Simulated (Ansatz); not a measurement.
**C2H3OS+: single points off equilibrium**

An exercise on one series of results from a longer session: the logs are not shown, and one member is left open.

Method: single points in def2-TZVPP; program: Ansatz 0.2.0, Gaussian basis.

Correlated methods freeze the cores.

## Where the work starts

7 atoms, charge 1, spin multiplicity 1.

Atoms are counted from 1 here; the program's logs count them from 0.

Bond lengths: C1–C2 1.332 Å, C1–H5 1.221 Å, C2–O3 1.217 Å, C2–H6 1.131 Å, O3–S4 1.674 Å, S4–H7 1.372 Å. Angles: C2–C1–H5 137.6°, C1–C2–O3 132.5°, C1–C2–H6 94.6°, O3–C2–H6 129.5°, C2–O3–S4 126.3°, O3–S4–H7 89.7°.

Coordinates:

```xyz
7
charge 1, multiplicity 1
C    -0.8955    1.3121   -0.5373
C    -0.2011    0.4165    0.1621
O     0.8401   -0.1731   -0.0605
S     1.3968   -1.5372    0.7340
H    -1.3257    2.4432   -0.3778
H    -1.0749    0.1120    0.8118
H     1.0588   -2.2999   -0.3549
```

The first run:

File run/in.yaml:

```yaml
crystal:
  periodic: [false, false, false]
  atoms:
    - {symbol: C, position_ang: [-0.895506, 1.312102, -0.537345]}
    - {symbol: C, position_ang: [-0.201119, 0.416502, 0.162115]}
    - {symbol: O, position_ang: [0.840140, -0.173132, -0.060469]}
    - {symbol: S, position_ang: [1.396808, -1.537170, 0.733965]}
    - {symbol: H, position_ang: [-1.325748, 2.443214, -0.377806]}
    - {symbol: H, position_ang: [-1.074855, 0.112041, 0.811785]}
    - {symbol: H, position_ang: [1.058773, -2.299922, -0.354885]}
basis:
  gaussian: {orbitals: def2-TZVPP}
total_charge: 1
hamiltonian: {xc: pbe, dispersion: d4}
output: {forces: true}
```

Started as:

```bash
> ansatz run in.yaml --threads 2 --pin off --events-out ev --progress --plain --max-ram 3481MiB
```

Among the steps run: PBE-D4/def2-TZVPP; r2SCAN-D4/def2-TZVPP; PBE0-D4/def2-TZVPP; wB97M-V/def2-TZVPP; CCSD(T)/def2-TZVPP.

One table of the session follows, with a row left open; its other results are not shown here.

```
   method  RMS force component (eV/Å)  angle to CCSD(T) forces (°)
   PBE-D4                       1.813                          9.8
r2SCAN-D4                       1.722                          7.3
  PBE0-D4                       1.649                          8.3
  wB97M-V                           ?                            ?
  CCSD(T)                       1.765                    reference
```

**Question.** Estimate the row for wB97M-V.

The run gave: RMS force component (eV/Å): 1.709; angle to CCSD(T) forces (°): 6.4. In the column «RMS force component (eV/Å)» it lies between PBE0-D4 (1.649) and r2SCAN-D4 (1.722).
